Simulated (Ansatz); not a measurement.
Geometry optimisation, RKS PBE0-D4/def2-SVP (Ansatz 0.2.0).

The input (input.yaml):

```yaml
crystal:
  periodic: [false, false, false]
  atoms:
    - { symbol: B, position_ang: [0.257942, 0.0, 0.148937] }
    - { symbol: H, position_ang: [0.394653, 0.0, 1.32465] }
    - { symbol: H, position_ang: [1.344521, 0.0, -0.320464] }
    - { symbol: H, position_ang: [-0.784616, 0.0, -0.453023] }
basis:
  gaussian: { orbitals: def2-SVP }
hamiltonian:
  xc: pbe0
  dispersion: d4
relax:
  f_tol: 0.03
  max_steps: 50
```

Launched with:

```bash
$ ansatz run input.yaml --threads 1 --pin off --max-ram 2048MiB --backend cpu --events-out ev --progress --plain --runs-dir out
```

Problem. Where does it end, and by what steps?

Solution. The run converged. After 2 steps the energy has fallen by 0.109 eV; H2 moved furthest, 0.11 Å.

```
step  energy less start (eV)  largest force component (eV/Å)  accepted
   0                  0.0000                           0.910       yes
   1                 -0.1057                           0.271       yes
   2                 -0.1088                           0.012       yes
```

```xyz
4
Properties=species:S:1:pos:R:3
B 0.304 0.000 0.175
H 0.302 0.000 1.382
H 1.348 0.000 -0.430
H -0.741 0.000 -0.428
```

Whether the end is a true minimum wasn't checked by a vibrational analysis.

Run time: 1 s on 1 thread of Arm Neoverse V2, with other jobs on the host, peak memory 0.08 GiB.
